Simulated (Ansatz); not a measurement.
Basis sets compared for the cluster Li₂F. Charge 0, multiplicity 2. Geometry B3LYP-D4/def2-TZVP. Ansatz on 4 threads of Arm Neoverse V2 on a shared host; times are rough, and most runs start from earlier orbitals.

```xyz
3

Li    0.683   -0.500    1.135
Li   -0.949   -0.054   -1.050
F     0.266    0.555   -0.085
```

B3LYP takes the VWN-RPA correlation. The structure comes from a short search, and lower isomers may exist.

Binding counts from free atoms (Li doublet, F doublet) in the same basis, without a counterpoise term.

```tsv
level	functions	energy (Eh)	HOMO (eV)	LUMO (eV)	binding per atom (eV)	wall time
HF/STO-3G	15	-112.7959	-3.39	1.48	1.62	0.05 s
HF/6-31G	27	-114.4145	-4.32	0.05	1.73	0.1 s
PBE-D4/def2-SVP	32	-114.7322	-2.70	-1.95	2.58	0.3 s
PBE-D4/def2-TZVP (with forces)	59	-114.8676	-2.76	-1.96	2.49	0.4 s
r2SCAN-D4/def2-TZVP	59	-114.9552	-2.76	-1.83	2.44	0.75 s
B3LYP-D4/6-31G	27	-114.9658	-3.08	-1.60	2.45	0.3 s
B3LYP-D4/def2-TZVP	59	-115.0274	-3.09	-1.60	2.46	0.35 s
PBE0-D4/def2-SVP	32	-114.7390	-3.13	-1.50	2.46	0.3 s
PBE0-D4/def2-TZVP	59	-114.8732	-3.22	-1.49	2.38	0.45 s
```

Problem. Estimate the rows for PBE-D4/def2-TZVPD, r2SCAN-D4/def2-TZVPD, PBE0-D4/def2-TZVPD.

Solution. 
| level | functions | energy (Eh) | HOMO (eV) | LUMO (eV) | binding per atom (eV) | wall time |
| --- | --- | --- | --- | --- | --- | --- |
| PBE-D4/def2-TZVPD | 74 | -114.8706 | -2.76 | -1.97 | 2.51 | 0.55 s |
| r2SCAN-D4/def2-TZVPD | 74 | -114.9580 | -2.75 | -1.84 | 2.45 | 0.9 s |
| PBE0-D4/def2-TZVPD | 74 | -114.8759 | -3.21 | -1.51 | 2.40 | 0.45 s |
